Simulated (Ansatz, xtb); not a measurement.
C5H8S: 9 structures ranked

9 gas-phase structures of C5H8S, from a drawn sample of its isomers (lower ones may exist). Each was relaxed with GFN2-xTB:

A. `C=C/C(C)=C/S`, a singlet
B. `C/C=C\C=C/S`, a singlet
C. `C/C=C/C=C\S`, a singlet
D. `C=C(C)/C=C\S`, a singlet
E. `C/C=C\C=C\S`, a singlet
F. `C/C=C/C=C/S`, a singlet
G. `C=C(C)/C=C/S`, a singlet
H. `C=C/C=C(/C)S`, a singlet
I. `C=C/C(C)=C\S`, a singlet

Make a reasoned guess at their ranking by r2SCAN-D4/def2-SVP single-point energy.

Calculated order at r2SCAN-D4/def2-SVP: F (0.0), H (0.5), C (0.5), G (0.9), A (1.0), E (1.3), B (1.5), I (2.1), D (4.9) kcal/mol. Less than 1 kcal/mol parts F and H; H and C; C and G; G and A; A and E; E and B; B and I, so the order within those pairs means little.

Energies above the lowest of each column, in kcal/mol; the last columns are at PBE0-D3(BJ)/def2-SVP geometries and were run for some of them only (a dash: not run or not comparable):

| structure | GFN2-xTB | HF/STO-3G | r2SCAN-D4/def2-SVP | PBE0-D3(BJ)/def2-SVP | CCSD(T)/def2-SVP + ΔMP2/def2-TZVPP |
| --- | --- | --- | --- | --- | --- |
| F | 0.0 | 0.0 | 0.0 | 0.0 | 0.5 |
| H | 2.7 | 4.0 | 0.5 | 0.7 | 0.2 |
| C | 1.6 | 2.3 | 0.5 | 0.5 | 1.0 |
| G | 2.8 | 2.6 | 0.9 | 1.1 | 0.0 |
| A | 3.2 | 4.8 | 1.0 | 1.1 | 0.5 |
| E | 3.2 | 2.5 | 1.3 | – | – |
| B | 3.2 | 4.2 | 1.5 | – | – |
| I | 3.4 | 5.2 | 2.1 | – | – |
| D | 5.7 | 8.6 | 4.9 | – | – |

CCSD(T)/def2-SVP + ΔMP2/def2-TZVPP has A and C and F and G and H within 1 kcal/mol of each other at the bottom, and every level picks one of them. CCSD(T)/def2-SVP + ΔMP2/def2-TZVPP orders those it was run on as G (0.0), H (0.2), F (0.5), A (0.5), C (1.0) kcal/mol. Less than 1 kcal/mol parts G and H; H and F; F and A; A and C, so the order within those pairs means little. Some further structures that were screened fall inside this span and aren't listed. Flexible structures stand in one conformer each, not always the lowest. Frequencies (GFN2-xTB) were run for A, C, F, G, H alone. ΔMP2 is the change of the MP2 energy from the smaller to the larger basis.

Over these structures GFN2-xTB departs from r2SCAN-D4/def2-SVP by 0.6 kcal/mol on average once a common shift is removed. A GFN2-xTB relaxation took about 0.079 s and the r2SCAN-D4/def2-SVP energy about 2.8 s on a shared host (Ansatz 0.2.0, xtb 6.7.1).
